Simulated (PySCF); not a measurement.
# Computed properties of methoxyethane (C3H8O), SMILES C(C)OC

methoxyethane (C3H8O), SMILES CCOC. Geometry: B3LYP-D3(BJ)/def2-SVP. Other conformers were not sampled. All values are computed for the isolated molecule unless a solvent is named; none is compared with measurement here.

**Structure.** All 30 harmonic modes at B3LYP-D3(BJ)/def2-SVP (PySCF) are real, so it is a minimum. With heavy atoms numbered as in [CH3:1][CH2:2][O:3][CH3:4], the shortest bond between them is O3–C4 at 1.402 Å and the longest C1–C2 at 1.526 Å.

**Vibrations.** The strongest infrared lines (harmonic, unscaled, degenerate partners summed) lie at 1212 cm⁻¹ (110 km/mol, C 42 %, H 29 %, O 29 %), 2965 cm⁻¹ (83 km/mol, H 95 %), 3017 cm⁻¹ (51 km/mol, H 91 %, C 9 %). The softest mode is at 100 cm⁻¹ and the zero-point energy is 67.6 kcal/mol.

**Electronic structure.** r2SCAN/def2-TZVP (PySCF) places the frontier levels at -6.08 and 1.26 eV, a gap of 7.34 eV, and gives a dipole moment of 1.18 D and a mean polarisability of 44.1 bohr³. PBE/def2-TZVP (PySCF) at the same geometry gives -5.77 and 0.51 eV, so its gap is 1.06 eV narrower. An orbital gap is neither the optical nor the fundamental gap.

**Excitations.** TDA-ωB97X/def2-SVPD (PySCF) has S1 at 7.71 eV (161 nm, f = 0.016, weak); the most intense of the 10 singlets computed lies at 8.86 eV (f = 0.08). T1 (TDA) is at 7.59 eV, 0.12 eV under S1. TDA-PBE/def2-SVPD (PySCF) puts S1 at 5.96 eV. No vertical singlet excitation falls in the visible range (under 3.1 eV).

**NMR.** GIAO shifts at HF/pcSseg-1 (PySCF) (non-relativistic, atoms alike by connectivity averaged): ¹³C from 16.9 to 62.8 ppm against TMS; ¹H from 1.5 to 3.5 ppm against TMS.

**Solvation.** SMD-M06-2X/def2-SVP (PySCF) gives -1.2 kcal/mol in water, -2.6 kcal/mol in acetonitrile, -2.5 kcal/mol in ethylethanoate (1 M in both phases, gas-phase geometry); of these solvents acetonitrile holds the molecule best.
